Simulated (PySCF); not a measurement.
Molecule: SMILES C1CC1, C₃H₆.

Bonds (- single, = double, # triple, : aromatic): C1-C2 1.499 Å, C2-C3 1.499 Å, C3-C1 1.499 Å. C1 carries H4, H5; C2 carries H6, H7; C3 carries H8, H9.

Geometry PBE0-D3(BJ)/def2-SVP throughout; GIAO in PySCF 2.14, gas phase, one conformer, non-relativistic; equivalent atoms averaged; basis pcSseg-2.

(1) How do the absolute shieldings σ depend on the functional? (ppm; last column core-seconds on shared hosts with different chips, so compare them loosely; the GGAs took longer than the global hybrids here, which isn't the general rule, and the cause wasn't traced)

(2) Which nucleus moves most, in ppm?

## Answers

(1) 
```
functional                    kind  C1/C2/C3  H4/H5/H6/H7/H8/H9  core-s
        HF            Hartree–Fock     195.3              31.42     7.5
       LDA                     LDA     182.5              30.49      17
       PBE                     GGA     180.9              30.92      22
      BLYP                     GGA     176.6              31.10      22
      BP86                     GGA     180.3              30.97      22
      OPBE                     GGA     184.6              30.94      22
       KT2                     GGA     185.1              30.96      22
       KT3                     GGA     183.1              31.11      23
     B97-D                     GGA     180.0              31.13      22
     B3LYP           global hybrid     181.1              31.11     6.9
      PBE0           global hybrid     185.9              30.98      16
  mPW1PW91           global hybrid     185.0              31.02      16
      WP04           global hybrid     171.4              31.29      12
     B97-2           global hybrid     184.7              31.09      12
 BHandHLYP           global hybrid     186.9              31.17      13
 CAM-B3LYP  range-separated hybrid     184.8              31.02      18
   wB97X-D  range-separated hybrid     185.6              31.06      19
   LC-wPBE  range-separated hybrid     189.2              30.97      23
```

(2) C1/C2/C3 (three-membered-ring carbon): from 171.4 ppm with WP04 to 195.3 ppm with HF. The smallest spread is 0.93 ppm, at H4/H5/H6/H7/H8/H9. Proton shifts span only some 12 ppm, so a few tenths of a ppm matter as much there as several ppm in carbon.
